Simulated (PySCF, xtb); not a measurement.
ethane (C2H6), SMILES CC.

Harmonic wavenumbers (cm⁻¹) from GFN2-xTB in xtb at its own minimum, in rising order: 301, 861, 861, 1069, 1209, 1209, 1400, 1434, 1508, 1508, 1509, 1509, 3023, 3024, 3035, 3040, 3041, 3042.

Q: What does ωB97X-D3(BJ)/def2-TZVP in PySCF 2.14.0 give at its own minimum? (The exact figures need the calculation; the answer reports its results.)

A: 305, 829, 829, 1023, 1227, 1227, 1413, 1437, 1509, 1509, 1511, 1511, 3059, 3061, 3116, 3116, 3139, 3139. Paired by order, the mean absolute difference is 33 cm⁻¹ and the zero-point energies are 46.6 and 47.1 kcal/mol.
